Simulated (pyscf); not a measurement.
One four-centre exchange on the singlet surface with elements of a group swapped. CCSD(T)/def2-TZVPP + ΔMP2(QZVPP), kJ/mol, from the separated reactants. Optimised with ωB97X-D3(BJ)/def2-SVP in PySCF. MP2 and CC: frozen core, UHF for open shells. ΔMP2 is the change of the MP2 total energy from the triple- to the quadruple-zeta basis.

| step | barrier | reaction energy | imaginary mode (i cm⁻¹) |
|---|---|---|---|
| `[BH2][PH2]` + `[OH2]` -> `[PH3]` + `[BH2][OH]` | ___ | ___ | 1320 |
| `[BH2][AsH2]` + `[OH2]` -> `[AsH3]` + `[BH2][OH]` | 46.8 | -117.8 | 1333 |

Fill in the missing entries.


- `[BH2][PH2]` + `[OH2]` -> `[PH3]` + `[BH2][OH]`, barrier: 59.3
- `[BH2][PH2]` + `[OH2]` -> `[PH3]` + `[BH2][OH]`, reaction energy: -112.4

Row 1: On the reactant side the descent ends in an adduct with a B–O contact, 52.9 kJ/mol under the separated species and 100.8 kJ/mol under the saddle at ωB97X-D3(BJ)/def2-TZVP. Row 2: On the reactant side the descent ends in an adduct with a B–O contact, 65.1 kJ/mol under the separated species and 101.5 kJ/mol under the saddle at ωB97X-D3(BJ)/def2-TZVP. Each row is the saddle that its search found. The CCSD(T) − MP2 part came from Ansatz, without density fitting, on the same reference. The frozen core leaves the outer d or s,p core shells of the metals and heavy elements correlated in the MP2 and CC values, and def2-TZVPP describes them poorly, which can shift differences by a few kcal/mol. Elements up to Kr have no core potential and no relativistic terms here.
